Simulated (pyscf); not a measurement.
Single points on ωB97X-D3(BJ)/def2-SVP structures (PySCF, gas phase).

Question: For the elementary gas-phase step Cl–GeH₂–Cl + H atom (H•) → Cl–GeH•–Cl + hydrogen (H₂) (doublet surface; Ge–H broken, H–H formed), what barrier and reaction energy does ωB97M-D3(BJ)/def2-TZVP give, measured from the separated reactants?

Answer: ΔE‡ = 2.9 kcal/mol, ΔE = -23.0 kcal/mol. Zero-point energy shifts the barrier by -0.4 kcal/mol. It is a hydrogen abstraction, with an imaginary mode of 768i cm⁻¹. This is the saddle that the search found; another between the same sides may lie lower. The angle at the transferred H is 178°. Elements up to Kr have no core potential and no relativistic terms here.
